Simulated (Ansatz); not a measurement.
# C3H6F2O: basis-set convergence

Aim: see how fast density functionals converge with the basis set for C3H6F2O.

Computed with Ansatz 0.2.0, Gaussian basis. Level: one geometry, several basis sets.

The runs, in order: PBE0-D4/def2-SVP; ωB97M-V/def2-SVP; PBE0-D4/def2-QZVPP; ωB97M-V/def2-QZVPP; the functionals' def2-TZVPP values are taken from earlier runs.

**1. The relaxed structure**

An earlier PBE0-D4 in a triple-zeta def2 set relaxation fixed the geometry.

SMILES `FCCOCF`, 12 atoms, charge 0, spin multiplicity 1.

Atoms are counted from 1 here; the program's logs count them from 0.

Bond lengths: F1–C2 1.380 Å, C2–C3 1.498 Å, C2–H7 1.094 Å, C2–H8 1.094 Å, C3–O4 1.414 Å, C3–H9 1.097 Å, C3–H10 1.099 Å, O4–C5 1.363 Å, C5–F6 1.383 Å, C5–H11 1.091 Å, C5–H12 1.098 Å. Angles: F1–C2–C3 110.7°, F1–C2–H7 108.1°, F1–C2–H8 108.2°, C3–C2–H7 110.5°, C3–C2–H8 109.8°, H7–C2–H8 109.5°, C2–C3–O4 109.0°, C2–C3–H9 109.1°, C2–C3–H10 109.8°, O4–C3–H9 110.5°, O4–C3–H10 110.2°, H9–C3–H10 108.3°, C3–O4–C5 114.5°, O4–C5–F6 111.2°, O4–C5–H11 107.6°, O4–C5–H12 112.0°, F6–C5–H11 107.8°, F6–C5–H12 106.3° and more.

**2. PBE0-D4 in def2-SVP**

Input file in.yaml:

```yaml
crystal:
  periodic: [false, false, false]
  atoms:
    - {symbol: F, position_ang: [0.955872, -1.833914, -1.314185]}
    - {symbol: C, position_ang: [0.017848, -1.756801, -0.305485]}
    - {symbol: C, position_ang: [0.086461, -0.427371, 0.382216]}
    - {symbol: O, position_ang: [-0.402988, 0.569507, -0.492412]}
    - {symbol: C, position_ang: [-0.119667, 1.846482, -0.108679]}
    - {symbol: F, position_ang: [-0.834035, 2.198885, 1.022203]}
    - {symbol: H, position_ang: [-0.970383, -1.907663, -0.748940]}
    - {symbol: H, position_ang: [0.222068, -2.556521, 0.412984]}
    - {symbol: H, position_ang: [-0.517635, -0.465237, 1.296531]}
    - {symbol: H, position_ang: [1.125152, -0.207038, 0.663804]}
    - {symbol: H, position_ang: [-0.427132, 2.509696, -0.918425]}
    - {symbol: H, position_ang: [0.941439, 1.974875, 0.144588]}
basis:
  gaussian: {orbitals: def2-SVP}
hamiltonian: {xc: pbe0, dispersion: d4}
output: {orbitals: {seedname: orbitals}}
```

Command:

```
ansatz run in.yaml --threads 4 --pin off --events-out ev --progress --plain --max-ram 10444MiB
```

Further steps of the session: ωB97M-V in def2-SVP; PBE0-D4 in def2-QZVPP; ωB97M-V in def2-QZVPP.

**Question.** What will the summary of the whole plan be? Wanted: PBE0-D4: double and triple zeta above quadruple; ωB97M-V: double and triple zeta above quadruple.

As calculated:

| quantity | value |
| --- | --- |
| PBE0-D4: double and triple zeta above quadruple | 13.31, 0.58 eV |
| ωB97M-V: double and triple zeta above quadruple | 13.68, 0.56 eV |

PBE0-D4 gains 12.73 eV from double to triple zeta, then 0.58 eV more. Total energies overstate the basis error of differences, where much of it tends to cancel. The LUMO of ωB97M-V is positive and keeps falling with the basis (3.66 to 1.99 eV): an unbound level that the basis holds in place.
